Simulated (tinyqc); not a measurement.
Inside a calculation (part 1 of 2). Method: UHF in the sto-3g basis, for CH2, spin multiplicity 3. Computed by tinyqc, a small Python program that keeps every step (integrals from PySCF). Settings: charge = 0, multiplicity = 3, basis = sto-3g, energy threshold = 1e-08, iteration cap = 76, orthogonalisation = symmetric, start = Wolfsberg-Helmholz matrix, DIIS depth = 0, damping = 0.7, method = UHF. Command: `OMP_NUM_THREADS=1 python tinyqc.py 27704 27705 out.jsonl` (the two numbers bound the seeds that draw the settings). One thread of a shared host (Intel(R) Xeon(R) Processor @ 2.60GHz), about 0.1 s of CPU time with the checks. Later iterations appear only in the table of the cycle.

## One-electron integrals

Geometry (angstrom):
```
atom         x          y         z
C     0.000000   0.000000  0.000000
H     0.000000   1.090000  0.622000
H     0.000000  -1.128000  0.644000
```

Basis sto-3g: exponents (1/bohr^2) and contraction coefficients of normalised primitives:
```
element  l (shell)   exponent  coefficient
C            s (1)  71.616837     0.154329
C            s (1)  13.045096     0.535328
C            s (1)   3.530512     0.444635
C            s (2)   2.941249    -0.099967
C            s (2)   0.683483     0.399513
C            s (2)   0.222290     0.700115
C            p (3)   2.941249     0.155916
C            p (3)   0.683483     0.607684
C            p (3)   0.222290     0.391957
H            s (1)   3.425251     0.154329
H            s (1)   0.623914     0.535328
H            s (1)   0.168855     0.444635
```

Overlap, kinetic and nuclear-attraction integrals over the contracted functions; the nuclear repulsion is the sum of Za Zb / Rab.

nuclear repulsion = 5.21297522 hartree

overlap S, lower triangle:
```
           1C 1s     1C 2s    1C 2px     1C 2py    1C 2pz     2H 1s     3H 1s
1C 1s   1.000000
1C 2s   0.248362  1.000000
1C 2px  0.000000  0.000000  1.000000
1C 2py  0.000000  0.000000  0.000000   1.000000
1C 2pz  0.000000  0.000000  0.000000   0.000000  1.000000
2H 1s   0.042473  0.400337  0.000000   0.352909  0.201385  1.000000
3H 1s   0.038418  0.377975  0.000000  -0.338106  0.193032  0.082446  1.000000
```

kinetic energy T (hartree), lower triangle:
```
            1C 1s     1C 2s    1C 2px     1C 2py    1C 2pz      2H 1s     3H 1s
1C 1s   15.891122
1C 2s   -0.085890  0.472250
1C 2px   0.000000  0.000000  1.477728
1C 2py   0.000000  0.000000  0.000000   1.477728
1C 2pz   0.000000  0.000000  0.000000   0.000000  1.477728
2H 1s   -0.011907  0.060855  0.000000   0.148355  0.084657   0.760032
3H 1s   -0.011301  0.051090  0.000000  -0.131024  0.074804  -0.011450  0.760032
```

nuclear attraction V (hartree), lower triangle:
```
             1C 1s      1C 2s     1C 2px     1C 2py     1C 2pz      2H 1s      3H 1s
1C 1s   -34.481808
1C 2s    -4.398138  -6.009027
1C 2px    0.000000   0.000000  -5.905870
1C 2py   -0.000739  -0.006749   0.000000  -6.043899
1C 2pz   -0.012245  -0.134029   0.000000  -0.003064  -5.950838
2H 1s    -0.762967  -1.963201   0.000000  -1.591473  -0.933193  -3.966818
3H 1s    -0.689640  -1.827961   0.000000   1.497810  -0.879339  -0.364296  -3.886699
```

core Hamiltonian H = T + V (hartree), lower triangle:
```
             1C 1s      1C 2s     1C 2px     1C 2py     1C 2pz      2H 1s      3H 1s
1C 1s   -18.590687
1C 2s    -4.484028  -5.536777
1C 2px    0.000000   0.000000  -4.428142
1C 2py   -0.000739  -0.006749   0.000000  -4.566171
1C 2pz   -0.012245  -0.134029   0.000000  -0.003064  -4.473110
2H 1s    -0.774873  -1.902347   0.000000  -1.443119  -0.848535  -3.206786
3H 1s    -0.700941  -1.776870   0.000000   1.366787  -0.804534  -0.375746  -3.126667
```

## Two-electron integrals

Functions are numbered as in S; the eight-fold symmetry (ij|kl) = (ji|kl) = (kl|ij) leaves the list below.

Two-electron integrals (ij|kl) in chemists' order, unique and non-zero (hartree):
```
(11|11) 3.541948    (21|11) 0.576921    (21|21) 0.111888    (22|11) 0.854682
(22|21) 0.205284    (22|22) 0.624709    (31|31) 0.020296    (32|31) 0.030858
(32|32) 0.137996    (33|11) 0.852436    (33|21) 0.205335    (33|22) 0.624568
(33|33) 0.672833    (41|41) 0.020296    (42|41) 0.030858    (42|42) 0.137996
(43|43) 0.036269    (44|11) 0.852436    (44|21) 0.205335    (44|22) 0.624568
(44|33) 0.600295    (44|44) 0.672833    (51|51) 0.020296    (52|51) 0.030858
(52|52) 0.137996    (53|53) 0.036269    (54|54) 0.036269    (55|11) 0.852436
(55|21) 0.205335    (55|22) 0.624568    (55|33) 0.600295    (55|44) 0.600295
(55|55) 0.672833    (61|11) 0.099063    (61|21) 0.019109    (61|22) 0.035039
(61|33) 0.034921    (61|41) 0.000995    (61|42) 0.001868    (61|44) 0.035198
(61|51) 0.000568    (61|52) 0.001066    (61|54) 0.000158    (61|55) 0.035011
(61|61) 0.003335    (62|11) 0.255377    (62|21) 0.062245    (62|22) 0.210680
(62|33) 0.205469    (62|41) 0.005132    (62|42) 0.036551    (62|44) 0.217107
(62|51) 0.002929    (62|52) 0.020858    (62|54) 0.006641    (62|55) 0.209259
(62|61) 0.011101    (62|62) 0.096055    (63|31) 0.006098    (63|32) 0.032865
(63|43) 0.006995    (63|53) 0.003992    (63|63) 0.011284    (64|11) 0.195154
(64|21) 0.048156    (64|22) 0.172823    (64|33) 0.164194    (64|41) 0.009528
(64|42) 0.060454    (64|44) 0.187014    (64|51) 0.001957    (64|52) 0.015743
(64|54) 0.009031    (64|55) 0.167069    (64|61) 0.008958    (64|62) 0.093475
(64|64) 0.100595    (65|11) 0.111363    (65|21) 0.027480    (65|22) 0.098620
(65|33) 0.093696    (65|41) 0.001957    (65|42) 0.015743    (65|44) 0.098735
(65|51) 0.007215    (65|52) 0.041849    (65|54) 0.009870    (65|55) 0.103320
(65|61) 0.005112    (65|62) 0.053341    (65|64) 0.050964    (65|65) 0.040366
(66|11) 0.416610    (66|21) 0.103245    (66|22) 0.398685    (66|33) 0.377979
(66|41) 0.010178    (66|42) 0.098940    (66|44) 0.424438    (66|51) 0.005808
(66|52) 0.056459    (66|54) 0.026511    (66|55) 0.393107    (66|61) 0.018631
(66|62) 0.235773    (66|64) 0.252694    (66|65) 0.144198    (66|66) 0.774606
(71|11) 0.089560    (71|21) 0.017278    (71|22) 0.031691    (71|33) 0.031586
(71|41) -0.000891   (71|42) -0.001676   (71|44) 0.031832    (71|51) 0.000509
(71|52) 0.000957    (71|54) -0.000140   (71|55) 0.031666    (71|61) 0.002920
(71|62) 0.009415    (71|64) 0.006976    (71|65) 0.004344    (71|66) 0.015554
(71|71) 0.002725    (72|11) 0.237470    (72|21) 0.057911    (72|22) 0.196846
(72|33) 0.191930    (72|41) -0.004762   (72|42) -0.034370   (72|44) 0.202905
(72|51) 0.002719    (72|52) 0.019623    (72|54) -0.006266   (72|55) 0.195508
(72|61) 0.009684    (72|62) 0.061940    (72|64) 0.043918    (72|65) 0.033508
(72|66) 0.116623    (72|71) 0.009339    (72|72) 0.084971    (73|31) 0.005589
(73|32) 0.030377    (73|43) -0.006520   (73|53) 0.003722    (73|63) 0.006658
(73|73) 0.009798    (74|11) -0.183742   (74|21) -0.045354   (74|22) -0.163466
(74|33) -0.155348   (74|41) 0.008796    (74|42) 0.056528    (74|44) -0.176781
(74|51) -0.001831   (74|52) -0.014930   (74|54) 0.008514    (74|55) -0.158084
(74|61) -0.007271   (74|62) -0.044696   (74|64) -0.026094   (74|65) -0.023748
(74|66) -0.079938   (74|71) -0.007616   (74|72) -0.083663   (74|74) 0.090675
(75|11) 0.104902    (75|21) 0.025894    (75|22) 0.093326    (75|33) 0.088692
(75|41) -0.001831   (75|42) -0.014930   (75|44) 0.093484    (75|51) 0.006634
(75|52) 0.038901    (75|54) -0.009256   (75|55) 0.097698    (75|61) 0.004522
(75|62) 0.033817    (75|64) 0.023592    (75|65) 0.024578    (75|66) 0.067197
(75|71) 0.004348    (75|72) 0.047765    (75|74) -0.046174   (75|75) 0.036160
(76|11) 0.046418    (76|21) 0.011358    (76|22) 0.039942    (76|33) 0.038888
(76|41) -0.000009   (76|42) -0.000112   (76|44) 0.040130    (76|51) 0.000893
(76|52) 0.006857    (76|54) -0.000026   (76|55) 0.040766    (76|61) 0.001974
(76|62) 0.016045    (76|64) 0.013602    (76|65) 0.009822    (76|66) 0.036494
(76|71) 0.001787    (76|72) 0.015203    (76|74) -0.013131   (76|75) 0.009397
(76|76) 0.003392    (77|11) 0.403318    (77|21) 0.099985    (77|22) 0.388128
(77|33) 0.368258    (77|41) -0.009614   (77|42) -0.095249   (77|44) 0.412811
(77|51) 0.005489    (77|52) 0.054380    (77|54) -0.025436   (77|55) 0.382780
(77|61) 0.016661    (77|62) 0.121771    (77|64) 0.082173    (77|65) 0.069422
(77|66) 0.238220    (77|71) 0.016293    (77|72) 0.219763    (77|74) -0.238053
(77|75) 0.135909    (77|76) 0.036494    (77|77) 0.774606
```

## Orthogonalisation

S = U s U^T; symmetric (Loewdin) form X = U s^(-1/2) U^T, so that X^T S X = 1.

eigenvalues of S: 0.393343  0.470701  0.880050  1.000000  1.092702  1.448457  1.714746

X, lower triangle:
```
            1C 1s      1C 2s    1C 2px     1C 2py     1C 2pz      2H 1s     3H 1s
1C 1s    1.026429
1C 2s   -0.146332   1.178180
1C 2px   0.000000   0.000000  1.000000
1C 2py  -0.000716   0.008926  0.000000   1.119611
1C 2pz  -0.008413   0.076000  0.000000   0.003921   1.037525
2H 1s    0.023298  -0.256875  0.000000  -0.229867  -0.126446   1.163798
3H 1s    0.022245  -0.235404  0.000000   0.214672  -0.117628  -0.019040  1.143654
```

## Starting guess

The start is the generalised Wolfsberg-Helmholz matrix (K = 1.75) built on H; D(s) = C_occ C_occ^T for each spin.

D(alpha) at the start, lower triangle:
```
            1C 1s      1C 2s    1C 2px     1C 2py    1C 2pz     2H 1s     3H 1s
1C 1s    1.032089
1C 2s   -0.128184   0.569272
1C 2px   0.000000   0.000000  1.000000
1C 2py   0.003334  -0.012617  0.000000   0.601658
1C 2pz   0.057449  -0.199300  0.000000  -0.004509  0.921805
2H 1s   -0.081932   0.200930  0.000000   0.198248  0.062827  0.162518
3H 1s   -0.078285   0.195186  0.000000  -0.201621  0.061132  0.024016  0.151741
```

D(beta) at the start, lower triangle:
```
            1C 1s      1C 2s    1C 2px     1C 2py    1C 2pz     2H 1s     3H 1s
1C 1s    1.017183
1C 2s   -0.078085   0.400889
1C 2px   0.000000   0.000000  0.000000
1C 2py   0.002846  -0.010979  0.000000   0.601642
1C 2pz  -0.054637   0.177427  0.000000  -0.008175  0.078947
2H 1s   -0.079065   0.191295  0.000000   0.198342  0.084384  0.161967
3H 1s   -0.075274   0.185067  0.000000  -0.201523  0.083772  0.023437  0.151133
```

## Iteration 1: building the Fock matrix

J_ij = sum D_kl (ij|kl) with D = D(alpha) + D(beta), K_ij = sum D_kl (ik|jl) for each spin; F = H + J - K(s); E = tr D H + tr D J / 2 - 0.5 sum_s tr D(s) K(s) + E_nn.

Coulomb J (hartree), lower triangle:
```
            1C 1s     1C 2s    1C 2px     1C 2py    1C 2pz     2H 1s     3H 1s
1C 1s   11.530243
1C 2s    2.229807  5.143637
1C 2px   0.000000  0.000000  5.096868
1C 2py   0.000053  0.002243  0.000000   5.195867
1C 2pz   0.013498  0.108346  0.000000   0.000934  5.121978
2H 1s    0.382470  1.742040  0.000000   1.433050  0.837371  3.389043
3H 1s    0.345837  1.625410  0.000000  -1.352293  0.790617  0.330044  3.297143
```

exchange K(alpha) (hartree), lower triangle:
```
           1C 1s      1C 2s    1C 2px     1C 2py    1C 2pz     2H 1s     3H 1s
1C 1s   3.608765
1C 2s   0.667713   0.973800
1C 2px  0.000000   0.000000  0.852872
1C 2py  0.000165  -0.000515  0.000000   0.785999
1C 2pz  0.004133  -0.040737  0.000000   0.000553  0.845489
2H 1s   0.117183   0.400979  0.000000   0.312441  0.165150  0.480693
3H 1s   0.106076   0.377945  0.000000  -0.299783  0.157028  0.086911  0.447896
```

exchange K(beta) (hartree), lower triangle:
```
            1C 1s     1C 2s    1C 2px     1C 2py    1C 2pz     2H 1s     3H 1s
1C 1s    3.557962
1C 2s    0.615960  0.627474
1C 2px   0.000000  0.000000  0.128164
1C 2py   0.000136  0.000660  0.000000   0.697197
1C 2pz  -0.002850  0.228569  0.000000  -0.001736  0.228963
2H 1s    0.106060  0.341649  0.000000   0.299261  0.169288  0.460732
3H 1s    0.095927  0.322780  0.000000  -0.287322  0.161800  0.075095  0.430654
```

F(alpha) (hartree), lower triangle:
```
             1C 1s      1C 2s     1C 2px     1C 2py     1C 2pz      2H 1s      3H 1s
1C 1s   -10.669210
1C 2s    -2.921934  -1.366941
1C 2px    0.000000   0.000000  -0.184146
1C 2py   -0.000851  -0.003991   0.000000  -0.156303
1C 2pz   -0.002880   0.015054   0.000000  -0.002683  -0.196620
2H 1s    -0.509586  -0.561286   0.000000  -0.322510  -0.176314  -0.298436
3H 1s    -0.461179  -0.529406   0.000000   0.314276  -0.170945  -0.132614  -0.277420
```

F(beta) (hartree), lower triangle:
```
             1C 1s      1C 2s    1C 2px     1C 2py     1C 2pz      2H 1s      3H 1s
1C 1s   -10.618406
1C 2s    -2.870181  -1.020615
1C 2px    0.000000   0.000000  0.540563
1C 2py   -0.000822  -0.005166  0.000000  -0.067501
1C 2pz    0.004103  -0.254252  0.000000  -0.000394   0.419905
2H 1s    -0.498463  -0.501956  0.000000  -0.309330  -0.180453  -0.278475
3H 1s    -0.451030  -0.474240  0.000000   0.301816  -0.175717  -0.120797  -0.260178
```

total energy of this density = -38.18510403 hartree

This density is the starting one.

## Iteration 1: diagonalisation and new density

Diagonalise F' = X^T F X, C = X C', fill 5 alpha and 3 beta electrons from the bottom; D(s) = C_occ C_occ^T; the new density keeps 0.7 of the old one (damping). Each column has its largest component positive (the first on a tie).

F' = X^T F X (alpha) (hartree), lower triangle:
```
            1          2          3          4          5          6         7
1  -10.430537
2   -1.574554  -0.591508
3    0.000000   0.000000  -0.184146
4   -0.001936   0.009930   0.000000   0.105776
5   -0.033446   0.154037   0.000000   0.004030  -0.120452
6   -0.033630  -0.382896   0.000000  -0.378371  -0.191837   0.059092
7   -0.022010  -0.356194   0.000000   0.362155  -0.181129  -0.052373  0.042990
```

orbital energies (alpha) (hartree): MO1 -10.677738, MO2 -0.713032, MO3 -0.418941, MO4 -0.266848, MO5 -0.184146, MO6 0.508870, MO7 0.633051

coefficients C (alpha):
```
              MO1        MO2        MO3        MO4       MO5        MO6        MO7
1C 1s    0.991695  -0.231688   0.004146   0.087886  0.000000   0.172805  -0.036566
1C 2s    0.033964   0.749779  -0.020693  -0.394858  0.000000  -0.881713   0.199236
1C 2px   0.000000   0.000000   0.000000   0.000000  1.000000   0.000000   0.000000
1C 2py   0.000344   0.006013   0.568252  -0.004834  0.000000   0.185979   0.997492
1C 2pz   0.002701   0.011642   0.007756   0.854416  0.000000  -0.605124   0.125465
2H 1s   -0.006956   0.279931   0.424840   0.217412  0.000000   0.623203  -0.891960
3H 1s   -0.006474   0.263944  -0.435030   0.227483  0.000000   0.887508   0.570752
```

F' = X^T F X (beta) (hartree), lower triangle:
```
            1          2         3          4          5          6         7
1  -10.385617
2   -1.571000  -0.233315
3    0.000000   0.000000  0.540563
4   -0.001721   0.009179  0.000000   0.204984
5    0.008662  -0.113187  0.000000   0.006704   0.503652
6   -0.035702  -0.368912  0.000000  -0.384329  -0.206181   0.064573
7   -0.024119  -0.343596  0.000000   0.367698  -0.195384  -0.051935  0.047759
```

orbital energies (beta) (hartree): MO1 -10.624477, MO2 -0.562000, MO3 -0.377275, MO4 0.413500, MO5 0.540563, MO6 0.650489, MO7 0.701800

coefficients C (beta):
```
              MO1        MO2        MO3        MO4       MO5        MO6        MO7
1C 1s    0.993146  -0.185382   0.003727  -0.212677  0.000000  -0.083826   0.055697
1C 2s    0.028289   0.560600  -0.017237   0.943400  0.000000   0.479874  -0.317997
1C 2px   0.000000   0.000000   0.000000   0.000000  1.000000   0.000000   0.000000
1C 2py   0.000302   0.010806   0.522684  -0.043663  0.000000  -0.462472  -0.929218
1C 2pz   0.002245   0.196509  -0.007734  -0.440835  0.000000   0.841271  -0.413996
2H 1s   -0.005855   0.381807   0.449305  -0.443909  0.000000  -0.202360   0.951027
3H 1s   -0.005443   0.356499  -0.475398  -0.494924  0.000000  -0.840171  -0.346662
```

D(alpha) after iteration 1, lower triangle:
```
            1C 1s      1C 2s    1C 2px     1C 2py    1C 2pz      2H 1s     3H 1s
1C 1s    1.035926
1C 2s   -0.142175   0.614390
1C 2px   0.000000   0.000000  1.000000
1C 2py   0.002597  -0.010431  0.000000   0.518051
1C 2pz   0.062746  -0.238124  0.000000  -0.003052  0.864333
2H 1s   -0.072618   0.175155  0.000000   0.211388  0.101667   0.205613
3H 1s   -0.069614   0.171688  0.000000  -0.215151  0.101006  -0.001617  0.199431
```

D(beta) after iteration 1, lower triangle:
```
            1C 1s      1C 2s    1C 2px     1C 2py    1C 2pz      2H 1s     3H 1s
1C 1s    1.018244
1C 2s   -0.077428   0.375233
1C 2px   0.000000   0.000000  0.000000
1C 2py   0.002066  -0.008568  0.000000   0.503144
1C 2pz  -0.048515   0.157307  0.000000  -0.006298  0.066867
2H 1s   -0.077822   0.195746  0.000000   0.210530  0.080531   0.217683
3H 1s   -0.074671   0.191915  0.000000  -0.214456  0.080757  -0.006830  0.211731
```

## Iteration 2: building the Fock matrix

As before.

Coulomb J (hartree), lower triangle:
```
            1C 1s     1C 2s    1C 2px     1C 2py    1C 2pz     2H 1s     3H 1s
1C 1s   11.434056
1C 2s    2.206541  5.091261
1C 2px   0.000000  0.000000  5.045334
1C 2py   0.000204  0.002558  0.000000   5.142545
1C 2pz   0.012388  0.109365  0.000000   0.000986  5.069607
2H 1s    0.378468  1.731878  0.000000   1.428182  0.835313  3.403061
3H 1s    0.342200  1.616763  0.000000  -1.348707  0.789284  0.328640  3.318025
```

exchange K(alpha) (hartree), lower triangle:
```
           1C 1s      1C 2s    1C 2px     1C 2py    1C 2pz     2H 1s     3H 1s
1C 1s   3.610258
1C 2s   0.662379   0.969345
1C 2px  0.000000   0.000000  0.851863
1C 2py  0.000152   0.000511  0.000000   0.748735
1C 2pz  0.003598  -0.051763  0.000000   0.001609  0.824022
2H 1s   0.116842   0.399112  0.000000   0.314609  0.171316  0.507857
3H 1s   0.105818   0.376536  0.000000  -0.302550  0.163828  0.082783  0.479753
```

exchange K(beta) (hartree), lower triangle:
```
            1C 1s     1C 2s    1C 2px     1C 2py    1C 2pz     2H 1s     3H 1s
1C 1s    3.558337
1C 2s    0.610818  0.609624
1C 2px   0.000000  0.000000  0.122511
1C 2py   0.000121  0.002094  0.000000   0.650044
1C 2pz  -0.001692  0.218734  0.000000  -0.000740  0.216763
2H 1s    0.105683  0.342494  0.000000   0.302039  0.168038  0.494593
3H 1s    0.095614  0.324318  0.000000  -0.290726  0.160845  0.070750  0.469721
```

F(alpha) (hartree), lower triangle:
```
             1C 1s      1C 2s     1C 2px     1C 2py     1C 2pz      2H 1s      3H 1s
1C 1s   -10.766889
1C 2s    -2.939866  -1.414862
1C 2px    0.000000   0.000000  -0.234671
1C 2py   -0.000687  -0.004703   0.000000  -0.172361
1C 2pz   -0.003455   0.027098   0.000000  -0.003688  -0.227525
2H 1s    -0.513248  -0.569581   0.000000  -0.329545  -0.184538  -0.311583
3H 1s    -0.464558  -0.536644   0.000000   0.320630  -0.179078  -0.129890  -0.288395
```

F(beta) (hartree), lower triangle:
```
             1C 1s      1C 2s    1C 2px     1C 2py     1C 2pz      2H 1s      3H 1s
1C 1s   -10.714968
1C 2s    -2.888305  -1.055141
1C 2px    0.000000   0.000000  0.494682
1C 2py   -0.000656  -0.006285  0.000000  -0.073670
1C 2pz    0.001835  -0.243399  0.000000  -0.001339   0.379734
2H 1s    -0.502088  -0.512963  0.000000  -0.316976  -0.181261  -0.298318
3H 1s    -0.454355  -0.484425  0.000000   0.308806  -0.176096  -0.117856  -0.278363
```

total energy of this density = -38.23857168 hartree

This density is a damped mixture and is not idempotent.
